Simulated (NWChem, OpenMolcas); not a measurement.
## Heat of formation of AlCl (aluminium monochloride) from total energies

The species is AlCl (2 atoms), meant as a singlet with charge 0. SMILES: `[Al][Cl]`. Geometry: the measured bond length.

```xyz
2

Al    0.0000    0.0000    0.0000
Cl    0.0000    0.0000    2.1301
```

Total energies at BHLYP/aug-cc-pVTZ (OpenMolcas 26.06); the atoms run unrestricted:

```tsv
species	state	energy (Eh)
AlCl	singlet	-702.718919
Al	doublet	-242.372860
Cl	doublet	-460.164964
```

Harmonic wavenumbers at SVWN5/def2-TZVPD, in cm⁻¹: 471.

Measured heats of formation of the gaseous atoms at 298.15 K, in kJ/mol: Al 329.7, Cl 121.3. Spin-orbit lowering of the atoms at 298 K (mean of the ground term's levels less their thermal mean, from spectra), in kJ/mol: Al 0.17, Cl 3.44. Take 1 Eh = 2625.50 kJ/mol, 1 cm⁻¹ = 0.0119627 kJ/mol, RT = 2.479 kJ/mol.

Work out the heat of formation of the gas at 298 K.


1. Electronic atomisation energy: (-242.372860) + (-460.164964) − (-702.718919) = 0.181095 Eh = 475.5 kJ/mol.
2. Zero-point energy: half the sum of the wavenumbers, 235.5 cm⁻¹ = 2.8 kJ/mol.
3. Thermal vibrational enthalpy, Σ hcν̃/(exp(hcν̃/kT) − 1): 0.6 kJ/mol. Translation, rotation and pV of a linear molecule: 3.5 RT = 8.7 kJ/mol.
4. The 2 free atoms carry 5/2 RT each: 12.4 kJ/mol.
5. Spin-orbit coupling lowers the free atoms by 0.17 + 3.44 = 3.6 kJ/mol.
6. Atomisation enthalpy at 298 K: 475.5 − 3.6 − 2.8 − 0.6 − 8.7 + 12.4 = 472.2 kJ/mol.
7. Sum of the atoms' heats of formation: 451.0 kJ/mol. Heat of formation: 451.0 − 472.2 = -21.2 kJ/mol.

No measured value is set beside it here. Hybrids with much exact exchange underbind. Anharmonicity and any spin-orbit splitting of the molecule are left out.
